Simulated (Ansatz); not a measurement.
A single point on C3H6FN, SMILES `C/C=N/CF`.

```yaml
crystal:
  periodic: [false, false, false]
  atoms:
    - {symbol: C, position_ang: [-0.893021, -1.314398, -0.965569]}
    - {symbol: C, position_ang: [-0.054150, -0.490279, -0.059424]}
    - {symbol: N, position_ang: [-0.070979, 0.771010, -0.081569]}
    - {symbol: C, position_ang: [0.749903, 1.454131, 0.862769]}
    - {symbol: F, position_ang: [1.469761, 2.428010, 0.215442]}
    - {symbol: H, position_ang: [-0.263590, -1.993404, -1.548793]}
    - {symbol: H, position_ang: [-1.468931, -0.679030, -1.636854]}
    - {symbol: H, position_ang: [-1.575179, -1.941651, -0.383041]}
    - {symbol: H, position_ang: [0.592391, -1.038874, 0.645152]}
    - {symbol: H, position_ang: [1.469846, 0.795929, 1.373354]}
    - {symbol: H, position_ang: [0.109349, 1.951355, 1.599232]}
basis:
  gaussian: {orbitals: def2-QZVPP}
correlation: {method: mp2}
```

```sh
$ ansatz run in.yaml --threads 4 --pin off --events-out ev --progress --plain
```

Shortened log:

```
Functional definition: HF
2807 factors; integrals over basis functions are off by at most 9.9e-4 eV
mean field evaluation 1: about -7372.8798 eV, gradient 3.8e1 eV
mean field evaluation 2: about -7373.0221 eV, gradient 3.8e1 eV
mean field evaluation 4: about -7376.5347 eV, gradient 4.7e0 eV
mean field evaluation 8: about -7376.6068 eV, gradient 3.6e-1 eV
mean field -7376.60779358 eV, -271.0853363696 hartree, gradient 3.4e-6 eV, S^2 0.000000; 0 other end points of the search recorded, 0 dependent functions left out
5 core orbitals not correlated: weight in the atoms' cores, before any rotation towards them, 1.000 or more for the frozen orbitals, at most 0.000 for the correlated occupied ones
reference -7376.60779358 eV, -271.0853363696 hartree; 15, 15 occupied and 445, 445 virtual orbitals, 2807 factors
second order -27.78916358 eV of doubles, -0.00000000 eV of singles
Total energy: -7404.39695716 eV, -272.1065692950 hartree
```

Hardware: 4 threads of a server CPU on a shared host. Wall time 29 s, peak host memory 2.7 GiB.
